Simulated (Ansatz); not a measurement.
Species: CH5N, SMILES `CN` (charge 0, multiplicity 1), formula CH5N.

Task: How many basis functions does frozen-core CCSD(T)/cc-pVQZ // r2SCAN-D4/def2-TZVP (Ansatz, a first-principles code) use, how many core orbitals are frozen, and how many electrons are correlated?

Result: 260 basis functions and 2 frozen orbitals, which leaves 14 correlated electrons. Core time is of the order of seconds.
